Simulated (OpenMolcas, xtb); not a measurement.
How methods differ on CHF2O (SMILES O[C](F)F)

CHF2O has 5 atoms, charge 0, and is taken as a doublet. As SMILES, `O[C](F)F`. The coordinates come from a GFN2-xTB relaxation. This is one conformer, not always the lowest.

```xyz
5

O    -0.2197    0.8914   -0.4263
C     0.1135   -0.3785   -0.3288
F     1.0663   -0.6810    0.5698
F    -0.8997   -1.2527   -0.1901
H    -0.0603    1.4208    0.3753
```

Quantity: the dipole moment, in D. The values are calculated.

```json
{"level": "GFN2-xTB", "kind": "semi-empirical", "program": "xtb", "value (D)": "2.34", "CPU time": "under 2 s"}
{"level": "GFN0-xTB", "kind": "semi-empirical", "program": "xtb", "value (D)": "2.39", "CPU time": "under 2 s"}
{"level": "GFN1-xTB", "kind": "semi-empirical", "program": "xtb", "value (D)": "2.42", "CPU time": "under 2 s"}
{"level": "UHF/STO-3G", "kind": "Hartree–Fock", "program": "OpenMolcas", "value (D)": "1.45", "CPU time": "1.8 s"}
{"level": "UHF/3-21G", "kind": "Hartree–Fock", "program": "OpenMolcas", "value (D)": "2.23", "CPU time": "2 s"}
{"level": "UHF/pcseg-0 (Cholesky decomposition)", "kind": "Hartree–Fock", "program": "OpenMolcas", "value (D)": "2.29", "CPU time": "1.9 s"}
{"level": "UHF/6-31G** (spherical functions)", "kind": "Hartree–Fock", "program": "OpenMolcas", "value (D)": "2.05", "CPU time": "3.6 s"}
{"level": "UHF/def2-SVP", "kind": "Hartree–Fock", "program": "OpenMolcas", "value (D)": "2.12", "CPU time": "3.4 s"}
{"level": "UB3LYP/6-31G* (spherical functions)", "kind": "global hybrid", "program": "OpenMolcas", "value (D)": "1.99", "CPU time": "19 s"}
{"level": "UPBE0/6-31G** (spherical functions)", "kind": "global hybrid", "program": "OpenMolcas", "value (D)": "2.02", "CPU time": "19 s"}
```

The values span 1.45 to 2.42 D. Sets without polarisation functions give poor dipoles. Without the sets that lack polarisation functions the rows with a basis span only 1.99 to 2.12 D. Times are those of the runs behind each value, whatever else they computed, on shared processors of several kinds: orders of magnitude only.
